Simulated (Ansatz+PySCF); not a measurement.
Results of a calculation; reference values are marked as such.
A run of Ansatz (development build ahead of 0.2.0) on doublet C2H5O at this shape:

```xyz
8

C     0.9884   -0.5494    0.0000
C     0.0164    0.5698    0.0000
O    -1.2437   -0.0181    0.0000
H     0.1633    1.1858    0.8965
H     0.1633    1.1858   -0.8965
H     2.0030   -0.1452    0.0000
H     0.8529   -1.1680    0.8881
H     0.8529   -1.1680   -0.8881
```

Its results:

* Converged: yes
* Reference energy: -153.51709 hartree
* Correlation energy: -0.54118 hartree
* Total energy: -154.05827 hartree
* Spin squared of the determinant: 0.759
* Stability test: minimum
* Occupied orbitals by symmetry in an Abelian subgroup (alpha; beta): 10 A' 3 A''; 9 A' 3 A''

Forces (eV/Å):
```csv
atom,Fx,Fy,Fz
C1,0.913,-1.044,0.000
C2,-0.972,1.063,0.000
O3,0.168,0.160,0.000
H4,-0.078,-0.054,-0.129
H5,-0.078,-0.054,0.129
H6,-0.120,-0.112,0.000
H7,0.083,0.020,-0.127
H8,0.083,0.020,0.127
```

Problem. Which input gives this output? Name the method, the orbitals and the basis set, and write the input.

Solution. UHF-MP2 in cc-pVTZ.

```yaml
crystal:
  periodic: [false, false, false]
  atoms:
    - { symbol: C, position_ang: [0.98836, -0.54939, 0.0] }
    - { symbol: C, position_ang: [0.01639, 0.56982, 0.0] }
    - { symbol: O, position_ang: [-1.24367, -0.01815, 0.0] }
    - { symbol: H, position_ang: [0.16335, 1.18581, 0.89653] }
    - { symbol: H, position_ang: [0.16335, 1.18581, -0.89653] }
    - { symbol: H, position_ang: [2.00297, -0.14522, 0.0] }
    - { symbol: H, position_ang: [0.85295, -1.16796, 0.88807] }
    - { symbol: H, position_ang: [0.85295, -1.16796, -0.88807] }
basis:
  gaussian: { orbitals: cc-pVTZ }
magnetization:
  spin_polarized: true
  initial_magnetization: 1
hamiltonian:
  xc: hf
correlation:
  method: mp2
  frozen_orbitals: { C: 1, H: 0, O: 1 }
output:
  forces: true
```

Caution: forces differ strongly between restricted and unrestricted references.
